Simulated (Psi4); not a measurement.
**OCS (carbonyl sulfide), run twice**

Wanted: the energy of OCS (carbonyl sulfide), M08-HX/cc-pV(D+d)Z (density fitting, IEF-PCM n-heptane).

The calculation is run with Psi4 1.11.

2 further runs of the same task are left out: 1 that didn't finish, 1 set aside as unsound or not needed.

**1. The system as given**

OCS has 3 atoms, charge 0, and is taken as a singlet. SMILES: `O=C=S`. Geometry: relaxed at GFN2-xTB.

Bond lengths: O1–C2 1.154 Å, C2–S3 1.538 Å. Angles: O1–C2–S3 179.7°.

**2. The input as first written**

Input file job.inp:

```
memory 1.6 GB

molecule {
  0 1
  O      0.917690     0.682680     0.579560
  C      0.092740     0.066300     0.058350
  S     -1.010430    -0.748980    -0.637910
  symmetry c1
}

set {
  basis     cc-pV(D+d)Z
  reference rks
  pcm       true
}

pcm = {
  Units = Angstrom
  Medium {
    SolverType = IEFPCM
    Solvent = C7H16
  }
  Cavity {
    Type = GePol
    RadiiSet = UFF
    Scaling = False
    Area = 0.4
    Mode = Implicit
  }
}

e, wfn = energy('m08-hx-nl', return_wfn=True)
```

Run with:

```console
psi4 -n 1 job.inp job.out
```

job.out:

```text
Psi4 1.11 release

psi4.driver.p4util.exceptions.MissingMethodError: Method=m08-hx-nl is not available for any derivative level. Did you mean? m08-hx-d3

Printing out the relevant lines from the Psithon --> Python processed input file:
    core.set_global_option("PCM", "true")
    parsedFile = os.path.join(os.getcwd(), '@pcmsolver.9118.9088f32e')
    with open(parsedFile, 'w') as tmp:
        tmp.write('\n'.join(['SECT toplevel 4 False', 'TAG F KW 2', 'STR UNITS 1 True', 'ANGSTROM', 'INT CODATA 1 False', '2010', 'SECT MEDIUM 1 True', 'TAG F KW 8', 'STR SOLVERTYPE 1 True', 'IEFPCM', 'STR SOLVENT 1 True', 'N-HEPTANE', 'BOOL NONEQUILIBRIUM 1 False', 'False', 'BOOL MATRIXSYMM 1 False', 'True', 'DBL CORRECTION 1 False', '0.0', 'STR DIAGONALINTEGRATOR 1 False', 'COLLOCATION', 'DBL DIAGONALSCALING 1 False', '1.07', 'DBL PROBERADIUS 1 False', '1.8897261245650618', 'SECT GREEN 1 False', 'TAG F KW 13', 'STR TYPE 1 False', 'VACUUM', 'STR DER 1 False', 'DERIVATIVE', 'DBL EPS 1 False', '1.0', 'DBL EPSDYN 1 False', '1.0', 'STR PROFILE 1 False', 'LOG', 'DBL EPS1 1 False', '1.0', 'DBL EPSDYN1 1 False', '1.0', 'DBL EPS2 1 False', '1.0', 'DBL EPSDYN2 1 False', '1.0', 'DBL CENTER 1 False', '188.9726124565062', 'DBL WIDTH 1 False', '9.44863062282531', 'DBL_ARRAY INTERFACEORIGIN 3 False', '0.0', '0.0', '0.0', 'INT MAXL 1 False', '50', 'SECT GREEN 0 False', 'TAG F KW 13', 'STR TYPE 1 False', 'VACUUM', 'STR DER 1 False', 'DERIVATIVE', 'DBL EPS 1 False', '1.0', 'DBL EPSDYN 1 False', '1.0', 'STR PROFILE 1 False', 'LOG', 'DBL EPS1 1 False', '1.0', 'DBL EPSDYN1 1 False', '1.0', 'DBL EPS2 1 False', '1.0', 'DBL EPSDYN2 1 False', '1.0', 'DBL CENTER 1 False', '188.9726124565062', 'DBL WIDTH 1 False', '9.44863062282531', 'DBL_ARRAY INTERFACEORIGIN 3 False', '0.0', '0.0', '0.0', 'INT MAXL 1 False', '50', 'SECT CAVITY 0 True', 'TAG F KW 10', 'STR TYPE 1 True', 'GEPOL', 'STR RADIISET 1 True', 'UFF', 'BOOL SCALING 1 True', 'False', 'DBL AREA 1 True', '1.428425930345475', 'STR MODE 1 True', 'IMPLICIT', 'STR NPZFILE 1 False', '', 'DBL MINRADIUS 1 False', '100.0', 'INT_ARRAY ATOMS 0 False', 'DBL_ARRAY RADII 0 False', 'DBL_ARRAY SPHERES 0 False', 'SECT MOLECULE 0 False', 'TAG F KW 2', 'DBL_ARRAY GEOMETRY 0 False', 'BOOL MEP 1 False', 'True', 'SECT CHARGEDISTRIBUTION 0 False', 'TAG F KW 2', 'DBL_ARRAY MONOPOLES 0 False', 'DBL_ARRAY DIPOLES 0 False']))
    core.set_local_option('PCM', 'PCMSOLVER_PARSED_FNAME', '@pcmsolver.9118.9088f32e')
--> e, wfn = energy('m08-hx-nl', return_wfn=True)

!----------------------------------------------------------------------------------!
!                                                                                  !
!  Method=m08-hx-nl is not available for any derivative level. Did you mean?       !
!     m08-hx-d3                                                                    !
!                                                                                  !
!----------------------------------------------------------------------------------!

    Psi4 run time: 0:00:00.17
```

Wall time 1.5 s (1 thread of Intel Xeon Platinum 8259CL at 2.50GHz (Skylake/Cascade Lake), shared host); peak memory 0.14 GiB.

**3. Reading the log**

The input was rejected.

The log says `Method=m08-hx-nl is not available for any derivative level. Did you mean?`. What is wrong: unsupported dispersion. To mend it: dispersion none in place of VV10.

**4. The mended input**

Input file input.dat:

```
memory 1.6 GB

molecule {
  0 1
  O      0.917690     0.682680     0.579560
  C      0.092740     0.066300     0.058350
  S     -1.010430    -0.748980    -0.637910
  symmetry c1
}

set basis cc-pV(D+d)Z
set reference rks
set pcm true

pcm = {
  Units = Angstrom
  Medium {
    SolverType = IEFPCM
    Solvent = C7H16
  }
  Cavity {
    Type = GePol
    RadiiSet = UFF
    Scaling = False
    Area = 0.4
    Mode = Implicit
  }
}

energy('m08-hx')
```

Run with:

```console
psi4 -n 1 input.dat output.dat
```

output.dat:

```text
[...]
  Running in c1 symmetry.
[...]
  Nuclear repulsion =   80.187879623294720
[...]
  Multiplicity = 1
[...]
  Nalpha       = 15
  Nbeta        = 15
[...]
    Number of basis functions: 51
[...]
   @DF-RKS iter   1:  -511.41904334197119   -2.69306e-01   7.29623e-03 DIIS/ADIIS
[...]
   @DF-RKS iter   8:  -511.47747352453439   -1.31757e-07   6.31256e-07 DIIS
[...]
    Orbital Energies [Eh]
    ---------------------
    Doubly Occupied:
       1A    -89.928544     2A    -19.716782     3A    -10.702033
       4A     -8.265611     5A     -6.207923     6A     -6.202218
       7A     -6.202218     8A     -1.267263     9A     -0.921494
      10A     -0.638622    11A     -0.556049    12A     -0.556049
      13A     -0.535681    14A     -0.354250    15A     -0.354250
[...]
  @DF-RKS Final Energy:  -511.47747352453439
   => Energetics <=
    Nuclear Repulsion Energy =             80.1878796232947195
    One-Electron Energy =                -862.7087074696194122
    Two-Electron Energy =                 290.5745366744552030
    DFT Exchange-Correlation Energy =     -19.5305192619289762
    Empirical Dispersion Energy =           0.0000000000000000
    VV10 Nonlocal Energy =                  0.0000000000000000
    PCM Polarization Energy =              -0.0006630907359537
    Total Energy =                       -511.4774735245343891
[...]
 Multipole Moments:
 ------------------------------------------------------------------------------------
     Multipole            Electronic (a.u.)      Nuclear  (a.u.)        Total (a.u.)
 ------------------------------------------------------------------------------------
 L = 1.  Multiply by 2.5417464519 to convert [e a0] to [Debye]
 Dipole X            :         -0.1903113           -0.0161433           -0.2064545
 Dipole Y            :         -0.1216032           -0.0101472           -0.1317504
 Dipole Z            :         -0.0000000           -0.0000000           -0.0000000
 Magnitude           :                                                    0.2449115
[...]
```

It took 7.8 s on 1 thread of Intel Xeon Platinum 8259CL at 2.50GHz (Skylake/Cascade Lake), shared host; peak memory 0.46 GiB.

**5. Summary of results**

Level: M08-HX/cc-pV(D+d)Z (density fitting, IEF-PCM n-heptane).

| quantity | value |
| --- | --- |
| total energy | -511.47747 Eh |
| dipole moment | 0.62 D |
| HOMO energy | -9.64 eV |
| LUMO energy | 0.42 eV |
| HOMO–LUMO gap | 10.06 eV |
| solvent term in the energy | -1.7 kJ/mol |
